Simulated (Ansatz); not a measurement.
A run of Ansatz (development build ahead of 0.2.0) on doublet C3H7 at this shape:

```xyz
10

C     1.2084   -0.2872    0.0001
C    -0.0654    0.5761   -0.0001
C    -1.3148   -0.2395    0.0000
H     1.2414   -0.9284    0.8812
H     1.2414   -0.9286   -0.8810
H     2.1019    0.3387    0.0000
H    -0.0482    1.2268   -0.8771
H    -0.0483    1.2270    0.8768
H    -1.7291   -0.6158    0.9244
H    -1.7288   -0.6164   -0.9244
```

Its results:

- Converged: yes
- Reference energy: -117.67532 hartree
- Correlation energy: -0.50419 hartree
- Total energy: -118.17951 hartree
- Spin squared of the determinant: 0.763
- Stability test: minimum

Forces (eV/Å):
```csv
atom,Fx,Fy,Fz
C1,-0.013,-0.005,0.000
C2,-0.054,-0.035,0.000
C3,0.029,0.003,0.000
H4,-0.012,0.038,-0.044
H5,-0.012,0.038,0.044
H6,-0.046,-0.027,0.000
H7,0.004,-0.039,0.043
H8,0.004,-0.039,-0.043
H9,0.049,0.033,-0.074
H10,0.049,0.033,0.074
```

(1) Which input gives this output? Name the method, the orbitals and the basis set, and write the input.

Answers

(1) UHF-MP2 in cc-pVTZ.

```yaml
crystal:
  periodic: [false, false, false]
  atoms:
    - { symbol: C, position_ang: [1.20844, -0.28719, 6.0e-05] }
    - { symbol: C, position_ang: [-0.06536, 0.57613, -6.0e-05] }
    - { symbol: C, position_ang: [-1.31479, -0.23952, -1.0e-05] }
    - { symbol: H, position_ang: [1.24137, -0.92839, 0.88123] }
    - { symbol: H, position_ang: [1.24139, -0.92859, -0.88098] }
    - { symbol: H, position_ang: [2.10187, 0.33873, 0.0] }
    - { symbol: H, position_ang: [-0.04822, 1.22685, -0.87709] }
    - { symbol: H, position_ang: [-0.04827, 1.22704, 0.87683] }
    - { symbol: H, position_ang: [-1.72915, -0.61577, 0.92444] }
    - { symbol: H, position_ang: [-1.72876, -0.61642, -0.92437] }
basis:
  gaussian: { orbitals: cc-pVTZ }
magnetization:
  spin_polarized: true
  initial_magnetization: 1
hamiltonian:
  xc: hf
correlation:
  method: mp2
  frozen_orbitals: { C: 1, H: 0 }
output:
  forces: true
```
